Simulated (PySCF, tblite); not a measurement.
# C4H6S+ (doublet): geometry, infrared bands and EPR parameters

What infrared bands and EPR parameters should C4H6S+ (doublet) (`[CH2][CH+]C(C)=S`) show?

Programs: tblite 0.8.0 and PySCF 2.14.0, with density-fitted response routines of our own. Each step states its level of theory. These are calculated values for one molecule in the gas phase, unless marked as measured. Atoms are numbered from 0 throughout.

**1. Starting geometry**

11 atoms, charge 1, multiplicity 2; geometry from: force field or distance geometry start.

Bonds of the start (Å): C0–C1 1.48, C1–C2 1.44, C2–C3 1.50, C2–S4 1.65, C0–H5 1.12, C0–H6 1.12, C1–H7 1.10, C3–H8 1.10, C3–H9 1.11, C3–H10 1.11.

**2. Relaxing the molecule with GFN2-xTB**

What the job is given:

```
{"job": {"kind": "relax", "xc": "GFN2-xTB", "basis": "xTB"}, "charge": 1, "multiplicity": 2}
C      1.916400     0.049000    -0.248900
C      0.842900    -0.380700     0.682800
C     -0.477700     0.204000     0.651000
C     -1.357300    -0.124900    -0.524000
S     -0.977100     1.204400     1.858400
H      1.670000    -0.274000    -1.294600
H      1.979900     1.164400    -0.188100
H      1.096600    -1.156000     1.423100
H     -0.776100     0.022600    -1.445500
H     -2.275300     0.490600    -0.535900
H     -1.636900    -1.196600    -0.404300
```

Launch:

```bash
$ OMP_NUM_THREADS=1 python probes_run.py task.json out
```

The driver reads the jobs from task.json and runs them one after another.

**Question.** This job is followed by: GFN2-xTB harmonic vibrations, gas phase; UKS B3LYP, pcH-1 on C H S, non-relativistic, mean-field spin-orbit, GIAO. Predict these results of the whole session: strongest single infrared mode (GFN2-xTB); zero-point energy (GFN2-xTB); g(iso) (B3LYP); ⟨S²⟩; largest a(iso) (averaged by class); property runs in this session.

As calculated:

```
                                 quantity                                            value
strongest single infrared mode (GFN2-xTB)                             3089 cm⁻¹, 88 km/mol
             zero-point energy (GFN2-xTB)                                    52.5 kcal/mol
                           g(iso) (B3LYP)                                          2.01986
                                     ⟨S²⟩                               0.758 (exact 0.75)
       largest a(iso) (averaged by class)                              13C on C3, 41.4 MHz
            property runs in this session  1, of which 0 failed and 1 gave unsound results
```

What this shows: Over 104 steps the energy fell by 2.846 eV; of the close pairs, C0–C1 changed most, 1.485 to 1.338 Å. All 27 modes are real, so the xTB geometry is a minimum. The strongest single mode, at 3089 cm⁻¹, moves mainly H5 and H6. GFN2-xTB is a fitted tight-binding method: band positions and strengths are rough. Its intensities can rank the bands wrongly. S4 carries the largest spin population, 1.01 e. The isotropic g lies 17.5 ppt above the free-electron value. These values are not to be trusted: the run shows a large g shift, which the driver flags as unsure.
